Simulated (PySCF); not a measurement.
## Dipole moment and polarisability of `C=CP(=C)(C)C`

C₅H₁₁P.
Numbering: `[CH2:1]=[CH:2][P:3](=[CH2:4])([CH3:5])[CH3:6]` (hydrogens: H7, H8 on C1; H9 on C2; H10, H11 on C4; H12, H13, H14 on C5; H15, H16, H17 on C6)

Geometry (GFN2-xTB, Å), atoms numbered from 1 in this order:
```
atom  x, y, z in Å
C1     2.2036   -1.0206    0.0295
C2     1.4844    0.0761    0.2327
P3    -0.3454    0.1592    0.2570
C4    -1.3430    0.0351    1.6390
C5    -0.8650   -1.1024   -0.9495
C6    -0.6534    1.7607   -0.5525
H7     3.2679   -1.0460    0.2019
H8     1.7622   -1.9269   -0.3519
H9     1.9507    0.9636    0.6526
H10   -1.1576    0.8583    2.3283
H11   -1.1941   -0.9232    2.1357
H12   -0.2680   -1.0450   -1.8581
H13   -0.7650   -2.0886   -0.5001
H14   -1.9168   -0.9268   -1.1697
H15   -1.7316    1.8905   -0.6293
H16   -0.2439    2.5603    0.0628
H17   -0.1921    1.7877   -1.5384
```

Level: B3LYP/def2-SVPD (PySCF), static field, nuclei fixed, core orbitals frozen in the response. The polarisability tensor in these axes (au):

```
x   111.89 -10.28 -10.55
y   -10.28  88.55   3.34
z   -10.55   3.34  83.74
```

Problem. What are the eigenvalues, a third of the trace, and Δα (Δα² = ½Σ(αi − αj)² over the three pairs)?

Solution. Principal values 80.22, 84.75 and 119.21 au; mean 94.73 au = 14.04 Å³ = 15.62 × 10⁻⁴⁰ C²·m²/J; Δα = 36.94 au (39 % of the mean).

Problem. What is the dipole moment, and where does it point?

Solution. (2.19, 0.14, -2.37) D, 3.23 D in size, pointing from the negative to the positive side. Measured along this direction, the outermost atoms are H10 and H11 at the negative end and H7 at the positive end.

Problem. Give the principal axes and the span of the nuclei along them.

Solution. Largest value along (0.90, -0.33, -0.30), where the nuclei span 5.23 Å; middle along (0.31, 0.94, -0.12), 4.48 Å; least along (0.32, 0.02, 0.95), 3.71 Å. The response follows the extents in order.

Problem. Find the Langevin capture rate constant for NH4+ (18.034 u) meeting this molecule (102.060 u), k = 2.342 × 10⁻⁹ cm³/s × √(α in Å³ / reduced mass in u).

Solution. The reduced mass is 15.33 u, so k = 2.24 × 10⁻⁹ cm³/s. The formula leaves out the permanent dipole, which adds to the capture rate.

Problem. What molar refraction does this α imply?

Solution. Lorentz–Lorenz: R = (4π/3)N_A α = 2.5225 cm³/(mol·Å³) × 14.04 Å³ = 35.4 cm³/mol, in the limit of long wavelengths.

One conformer (not necessarily the lowest) at the GFN2-xTB geometry, without solvent, vibrations or thermal averaging.

These values come from a run that also computed excited states. Time: 30 s wall; peak memory 0.86 GiB. Hardware: one thread, Arm Neoverse V1 (aarch64), shared host with 64 logical CPUs at a one-minute load of 17.
